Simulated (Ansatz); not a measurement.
**[Br···H···SiH3], doublet along the distance Br1-H2**

Starting geometry:

```xyz
6

Br   -0.9447    0.0000    0.0000
H     0.4759    0.0000    0.0000
Si    2.3673    0.0000    0.0000
H     2.8173   -1.4163    0.0000
H     2.8173    0.7081   -1.2265
H     2.8173    0.7081    1.2265
```

From there H2 is moved from one fragment to the other while all else, the fragments' distance too, stays fixed; atoms are numbered as listed. Energies are in kJ/mol, counted from the starting geometry at the same level. Kohn–Sham curves are unrestricted where that lies lower.

Basis cc-pVDZ; Ansatz 0.2.0. Only valence electrons are correlated (noble-gas cores and the filled d shells of p-block atoms frozen). R marks a restricted (for open shells ROHF) determinant, U an unrestricted one. No spin–orbit coupling is included, and no scalar relativity.

Full CI isn't at hand for all of this; UCCSDT(Q) serves as the reference, and is uncertain by about the last step of the cluster series.

```json
{"distance Br1-H2 (Å)": "1.421", "PBE": "0.0"}
{"distance Br1-H2 (Å)": "1.485", "PBE": "-11.6"}
{"distance Br1-H2 (Å)": "1.614", "PBE": "-22.0"}
{"distance Br1-H2 (Å)": "1.743", "PBE": "-21.7"}
{"distance Br1-H2 (Å)": "1.872", "PBE": "-5.8"}
```

Problem. Estimate the UCCSDT(Q) curve in cc-pVDZ from this one, knowing how PBE errs.

Solution. The computed UCCSDT(Q) values, in kJ/mol from the starting point, and the error of PBE against them:
| distance Br1-H2 (Å) | UCCSDT(Q) | PBE less UCCSDT(Q) |
| --- | --- | --- |
| 1.421 | 0.0 | 0.0 |
| 1.485 | -8.1 | -3.5 |
| 1.614 | -16.8 | -5.2 |
| 1.743 | -22.5 | 0.9 |
| 1.872 | -17.7 | 11.9 |

The error spans 17.1 kJ/mol and is largest, 11.9 kJ/mol, at 1.872 Å.

In so small a basis the reference is far from its limit while semilocal and hybrid functionals are nearer theirs, so the functionals' errors here hold much of the reference's basis and frozen-core error, which can add to them or hide them.
